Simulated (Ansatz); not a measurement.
Working through a ladder of methods at one geometry of C₃H₆ClN, SMILES CN=CCCl

Computed with Ansatz 0.2.0 through its Python package.

Interactive session:
```pycon
>>> from pathlib import Path
>>> import warnings
>>> import ansatz as az
>>> import numpy as np
>>> SETTINGS = {
...     "basis": "def2-SVP",
... }
>>> warnings.simplefilter("ignore", az.DeckWarning)
>>> mol = (
...     az.Crystal.molecule()
...     .atom("C", (-1.3959, -0.3362, 0.6498))
...     .atom("N", (-0.222, 0.1572, 1.2764))
...     .atom("C", (0.8146, 0.2804, 0.5441))
...     .atom("C", (1.0878, -0.0047, -0.9109))
...     .atom("Cl", (1.231, 1.5221, -1.768))
...     .atom("H", (-2.2591, -0.2436, 1.3671))
...     .atom("H", (-1.7035, 0.3611, -0.1912))
...     .atom("H", (-1.3168, -1.309, 0.2854))
...     .atom("H", (1.7567, 0.664, 1.1145))
...     .atom("H", (1.9206, -0.611, -1.0246))
...     .atom("H", (0.152, -0.5373, -1.3221))
... )
>>> calculation = mol.calculation().basis(gaussian=SETTINGS["basis"])
>>> print("functional    E (Ha)        dipole (D)   HOMO (eV)  LUMO (eV)")
functional    E (Ha)        dipole (D)   HOMO (eV)  LUMO (eV)
>>> for name in ["pbe", "b3lyp", "r2scan0", "hse06", "r2scan"]:
...     summary = calculation.functional(name).forces().orbitals().run(threads=1, runs_dir="runs").report
...     lines = Path(summary["orbitals_path"]).read_text().splitlines()
...     field_of = lambda key: [line.split("=")[1].strip() for line in lines if line.startswith(key)]
...     orbitals = [(27.211386 * float(e), s, float(n)) for e, s, n in zip(field_of("Ene="), field_of("Spin="), field_of("Occup="))]
...     homo = max(e for e, _, n in orbitals if n > 0.5)
...     lumo = min(e for e, _, n in orbitals if n < 0.5)
...     dipole = 4.803205 * np.linalg.norm(summary["charge_distribution"]["dipole_moment_e_ang"])
...     print(f"{name:10s} {summary['free_energy_ev'] / 27.211386246:14.6f} {dipole:9.3f} {homo:11.3f} {lumo:10.3f}")
...
pbe           -632.144562     1.972      -5.618     -1.782
b3lyp         -632.573597     2.034      -6.873     -0.912
r2scan0       -632.399547     2.156      -7.410     -0.682
hse06         -632.184242     2.088      -6.762     -1.128
r2scan        -632.422004     2.094      -5.999     -1.677
```

Caveats:
- Total energies depend on the basis set; only differences at equal settings carry meaning.
- The geometry is a force-field or estimated start, not a minimum of this method, and the basis set is short of its limit. A lower total doesn't mark the better method: functionals have no common bound, and MP2 and coupled cluster aren't variational.
- b3lyp holds the VWN-RPA fit, as in Gaussian; the form of ORCA and Turbomole is b3lyp5.
- Levels such as HOMO and LUMO are orbital energies: with these approximate functionals they aren't the ionisation energy and electron affinity, and their gap isn't the fundamental gap.
- hse06 follows the composition of plane-wave codes, whose totals differ by tens of mHa, up to about 0.1 Ha, from the form usual in Gaussian-basis programs (wpbeh).
- Run time: 30 s on 1 thread of Arm Neoverse V1, on a shared host, peak memory 0.3 GiB.
